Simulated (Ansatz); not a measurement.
Worked example: correlation energy of Si₂, singlet

Geometry: a point of a stretch scan, not a stationary point.

```xyz
2

Si    0.0000    0.0000    0.0000
Si    0.0000    0.0000    2.5050
```

Basis 6-31G; Ansatz 0.2.0. Only valence electrons are correlated (noble-gas cores frozen), which leaves 8 electrons in 16 orbitals. Prefix R: restricted or restricted open-shell reference.

Full CI is exact within this basis and frozen core; it isn't the basis-set limit.

The determinant fills πx and πy unequally, so it is a mixture of Σ and Δ, which weighs on every level built on one determinant.

Runs differ by some tens of microhartree through their thresholds, so steps under 0.03 kcal/mol mean nothing.

```
    level  total energy (hartree)
      RHF             -577.642246
     RMP2             -577.731181
    RCCSD             -577.754621
 RCCSD(T)             -577.758176
   RCCSDT             -577.759146
RCCSDT(Q)             -577.760622
 RCCSDTQ*             -577.761793
  full CI             -577.762003
```

Task: What is the correlation energy at full CI, and what share of it do RMP2 and RCCSD recover?

Result: E(corr) = -577.762003 − (-577.642246) = -0.119757 hartree = -3.259 eV. RMP2: -0.088935 / -0.119757 = 74.26 %. RCCSD: -0.112375 / -0.119757 = 93.84 %.

Task: By how many kcal/mol does RCCSD(T) miss full CI (1 hartree = 627.509 kcal/mol), and which steps make up the rest?

Result: -577.758176 − (-577.762003) = 0.003827 hartree = 2.40 kcal/mol. Steps: RCCSDT − RCCSD(T) = -0.61, RCCSDT(Q) − RCCSDT = -0.93, RCCSDTQ − RCCSDT(Q) = -0.73, full CI − RCCSDTQ = -0.13 kcal/mol. With more than one leading determinant such errors change with state and geometry, and needn't cancel in differences.

An asterisk marks runs whose energy the program itself flagged as in doubt.
